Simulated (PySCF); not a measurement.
Species: F2H3P2 (charge +1).
Numbering: `[F:1][PH+:2]([F:3])[PH2:4]` (hydrogens: H5 on P2; H6, H7 on P4)

The same species was optimised twice, with GFN2-xTB and with PBE0-D3(BJ)/def2-SVP (PySCF), and the same property calculations (PySCF, gas phase) were run on both structures.

| coordinate | GFN2-xTB | PBE0-D3(BJ)/def2-SVP | change |
| --- | --- | --- | --- |
| P2–P4 (Å) | 2.202 | 2.163 | -0.039 |
| P4–H6 (Å) | 1.408 | 1.432 | +0.024 |
| P4–H7 (Å) | 1.407 | 1.432 | +0.025 |
| P2–F3 (Å) | 1.568 | 1.548 | -0.020 |
| F1–P2 (Å) | 1.568 | 1.549 | -0.019 |
| P2–H5 (Å) | 1.404 | 1.411 | +0.007 |
| P4–P2–H5 (°) | 146.2 | 123.0 | -23.2 |
| F1–P2–F3 (°) | 98.9 | 106.5 | +7.6 |
| F1–P2–H5 (°) | 97.8 | 104.5 | +6.7 |
| F3–P2–H5 (°) | 97.8 | 104.5 | +6.7 |
| F3–P2–P4 (°) | 104.0 | 108.7 | +4.7 |
| F1–P2–P4 (°) | 104.0 | 108.6 | +4.6 |
| P2–P4–H6 (°) | 93.2 | 88.6 | -4.6 |
| P2–P4–H7 (°) | 93.2 | 88.7 | -4.5 |

Rotational constants: A = 7082, B = 3133, C = 2499 MHz (GFN2-xTB) against A = 6957, B = 3202, C = 2447 MHz (PBE0-D3(BJ)/def2-SVP). Point groups within 0.08 Å: Cs and Cs.

On the GFN2-xTB structure: lowest triplet, Tamm–Dancoff (eV) 4.04 [PBE0/def2-SVPD]; isotropic polarisability (au) 47.0 [PBE0/def2-SVPD]; HOMO (eV) -14.85 [PBE0/def2-SVPD]; LUMO (eV) -8.25 [PBE0/def2-SVPD]; HOMO (eV) -14.86 [PBE0/pcSseg-1]; LUMO (eV) -8.31 [PBE0/pcSseg-1]; GIAO shielding of F1/F3 (mean) (ppm) 247.0 [PBE0/pcSseg-1]; GIAO shielding of P2 (ppm) 134.2 [PBE0/pcSseg-1]; GIAO shielding of P4 (ppm) 440.0 [PBE0/pcSseg-1].

Question: What do these properties become on the PBE0-D3(BJ)/def2-SVP structure?

Answer: 
| property | level | on GFN2-xTB | on PBE0-D3(BJ)/def2-SVP | change |
| --- | --- | --- | --- | --- |
| lowest triplet, Tamm–Dancoff (eV) | PBE0/def2-SVPD | 4.04 | 5.10 | +1.06 |
| isotropic polarisability (au) | PBE0/def2-SVPD | 47.0 | 45.4 | -1.6 |
| HOMO (eV) | PBE0/def2-SVPD | -14.85 | -14.68 | +0.17 |
| LUMO (eV) | PBE0/def2-SVPD | -8.25 | -6.93 | +1.32 |
| energy, GFN2-xTB geometry as zero (kcal/mol) | PBE0/def2-SVPD | 0.0 | -7.1 | -7.1 |
| HOMO (eV) | PBE0/pcSseg-1 | -14.86 | -14.68 | +0.18 |
| LUMO (eV) | PBE0/pcSseg-1 | -8.31 | -6.95 | +1.36 |
| energy, GFN2-xTB geometry as zero (kcal/mol) | PBE0/pcSseg-1 | 0.0 | -7.4 | -7.4 |
| GIAO shielding of F1/F3 (mean) (ppm) | PBE0/pcSseg-1 | 247.0 | 259.2 | +12.2 |
| GIAO shielding of P2 (ppm) | PBE0/pcSseg-1 | 134.2 | 154.1 | +19.9 |
| GIAO shielding of P4 (ppm) | PBE0/pcSseg-1 | 440.0 | 507.6 | +67.6 |

The heavy atoms differ by 0.073 Å rms after alignment. Among all bonds P2–P4 changes most (-0.039 Å). Changes are differences of the printed values. Neither structure is proved a minimum here. The structure is a single PBE0-D3(BJ)/def2-SVP conformer in the gas phase; no vibrational or solvent corrections.

Shape of the structure used: `[F:1][PH+:2]([F:3])[PH2:4]`: H–P4–P2–F1 170°, H–P4–P2–F1 75°.
